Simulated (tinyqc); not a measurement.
Worked calculation: G0W0 on RHF in the sto-3g basis, for H2O, spin multiplicity 1. One step of it, computed by the program tinyqc.

Question. Screening: direct RPA. With D = e_a - e_i and K = (ia|jb): diagonalise D^(1/2) (D + 4K) D^(1/2) = Z w^2 Z^T; X + Y = D^(1/2) Z w^(-1/2), each column of Z with its largest component positive (the first on a tie); E_c = (sum w - tr (D + 2K)) / 2.

orbital energies (hartree): MO1 -20.234480, MO2 -1.225495, MO3 -0.595844, MO4 -0.420448, MO5 -0.379208, MO6 0.518492, MO7 0.695027

Two-electron integrals over orbitals (pq|rs), unique and non-zero (hartree):
```
(11|11) 4.745437    (21|11) -0.422750   (21|21) 0.059613    (22|11) 1.010265
(22|21) -0.014300   (22|22) 0.720965    (31|31) 0.010347    (32|31) 0.016878
(32|32) 0.139175    (33|11) 0.772795    (33|21) -0.004468   (33|22) 0.625537
(33|33) 0.610181    (41|11) 0.166122    (41|21) -0.021091   (41|22) 0.013534
(41|33) 0.005621    (41|41) 0.026245    (42|11) -0.131345   (42|21) 0.008245
(42|22) -0.009956   (42|33) 0.005693    (42|41) 0.020295    (42|42) 0.128921
(43|31) -0.002508   (43|32) 0.025692    (43|43) 0.048706    (44|11) 0.987906
(44|21) -0.012526   (44|22) 0.677797    (44|33) 0.583069    (44|41) -0.010798
(44|42) -0.103407   (44|44) 0.762161    (51|51) 0.026012    (52|51) 0.032857
(52|52) 0.147386    (53|53) 0.027178    (54|51) -0.012080   (54|52) -0.043316
(54|54) 0.051984    (55|11) 1.115344    (55|21) -0.011925   (55|22) 0.749895
(55|33) 0.611766    (55|41) 0.004620    (55|42) -0.070712   (55|44) 0.720698
(55|55) 0.880159    (61|11) -0.227327   (61|21) 0.033999    (61|22) -0.002692
(61|33) -0.000113   (61|41) 0.000829    (61|42) 0.019836    (61|44) -0.017055
(61|55) -0.006074   (61|61) 0.028220    (62|11) 0.291798    (62|21) -0.006887
(62|22) 0.135979    (62|33) 0.066231    (62|41) 0.018094    (62|42) 0.026066
(62|44) 0.083990    (62|55) 0.152386    (62|61) 0.006535    (62|62) 0.096955
(63|31) 0.002462    (63|32) -0.046224   (63|43) -0.034257   (63|63) 0.080109
(64|11) 0.231585    (64|21) -0.002453   (64|22) 0.107157    (64|33) 0.042749
(64|41) 0.003419    (64|42) -0.027975   (64|44) 0.123044    (64|55) 0.125342
(64|61) 0.000353    (64|62) 0.064156    (64|64) 0.074441    (65|51) 0.015109
(65|52) 0.057582    (65|54) 0.001178    (65|65) 0.036690    (66|11) 0.770181
(66|21) -0.007047   (66|22) 0.592551    (66|33) 0.555542    (66|41) 0.019558
(66|42) 0.056598    (66|44) 0.539481    (66|55) 0.573683    (66|61) 0.007632
(66|62) 0.087522    (66|64) 0.045519    (66|66) 0.580504    (71|31) 0.014888
(71|32) 0.022886    (71|43) -0.003725   (71|63) 0.003046    (71|71) 0.021469
(72|31) 0.014366    (72|32) 0.048732    (72|43) -0.029592   (72|63) 0.032271
(72|71) 0.019613    (72|72) 0.065641    (73|11) 0.369036    (73|21) -0.007177
(73|22) 0.154888    (73|33) 0.090122    (73|41) -0.000396   (73|42) -0.071056
(73|44) 0.160223    (73|55) 0.197574    (73|61) -0.006078   (73|62) 0.075403
(73|64) 0.082887    (73|66) 0.039415    (73|73) 0.152610    (74|31) -0.008440
(74|32) -0.071984   (74|43) -0.002736   (74|63) 0.050033    (74|71) -0.012036
(74|72) -0.017841   (74|74) 0.065976    (75|53) 0.023978    (75|75) 0.025477
(76|31) 0.008805    (76|32) 0.097440    (76|43) 0.054040    (76|63) -0.073059
(76|71) 0.012224    (76|72) -0.004058   (76|74) -0.057533   (76|76) 0.118924
(77|11) 0.870494    (77|21) -0.009661   (77|22) 0.619811    (77|33) 0.596998
(77|41) 0.003643    (77|42) -0.019595   (77|44) 0.602409    (77|55) 0.624084
(77|61) -0.005099   (77|62) 0.067091    (77|64) 0.047112    (77|66) 0.554514
(77|73) 0.103123    (77|77) 0.614000
```

Give: D^(1/2) (D + 4K) D^(1/2); excitation energies w; X + Y; RPA correlation energy.

Answer.

D^(1/2) (D + 4K) D^(1/2) (hartree^2):
```
         1>6      1>7    2>6     2>7    3>6     3>7    4>6     4>7
1>6  433.028    0.000  0.157   0.000  0.000  -0.126  0.006   0.000
1>7    0.000  439.842  0.000   0.497  0.059   0.000  0.000  -0.233
2>6    0.157    0.000  3.718   0.000  0.000   0.453  0.328   0.000
2>7    0.000    0.497  0.000   4.193  0.189   0.000  0.000  -0.104
3>6    0.000    0.059  0.000   0.189  1.599   0.000  0.000   0.223
3>7   -0.126    0.000  0.453   0.000  0.000   2.454  0.365   0.000
4>6    0.006    0.000  0.328   0.000  0.000   0.365  1.161   0.000
4>7    0.000   -0.233  0.000  -0.104  0.223   0.000  0.000   1.539
5>6    0.000    0.000  0.000   0.000  0.000   0.000  0.000   0.000
5>7    0.000    0.000  0.000   0.000  0.000   0.000  0.000   0.000

       5>6    5>7
1>6  0.000  0.000
1>7  0.000  0.000
2>6  0.000  0.000
2>7  0.000  0.000
3>6  0.000  0.000
3>7  0.000  0.000
4>6  0.000  0.000
4>7  0.000  0.000
5>6  0.938  0.000
5>7  0.000  1.263
```

excitation energies w (hartree): 0.968  1.024  1.124  1.153  1.339  1.535  1.982  2.052  20.809  20.972

X + Y:
```
         1       2      3       4       5       6       7       8
1>6  0.000   0.000  0.000   0.000   0.000   0.001  -0.001   0.000
1>7  0.000   0.000  0.000   0.002   0.001   0.000   0.000  -0.004
2>6  0.000  -0.106  0.000   0.000   0.000  -0.373   0.875   0.000
2>7  0.000   0.000  0.000   0.092  -0.035   0.000   0.000   0.965
3>6  0.000   0.000  0.000  -0.654   0.679   0.000   0.000   0.051
3>7  0.000  -0.254  0.000   0.000   0.000   0.842   0.262   0.000
4>6  0.000   0.930  0.000   0.000   0.000   0.144   0.106   0.000
4>7  0.000   0.000  0.000   0.731   0.610   0.000   0.000  -0.024
5>6  0.963   0.000  0.000   0.000   0.000   0.000   0.000   0.000
5>7  0.000   0.000  0.978   0.000   0.000   0.000   0.000   0.000

         9     10
1>6  0.999  0.000
1>7  0.000  0.999
2>6  0.000  0.000
2>7  0.000  0.000
3>6  0.000  0.000
3>7  0.000  0.000
4>6  0.000  0.000
4>7  0.000  0.000
5>6  0.000  0.000
5>7  0.000  0.000
```

RPA correlation energy = -0.05785 hartree
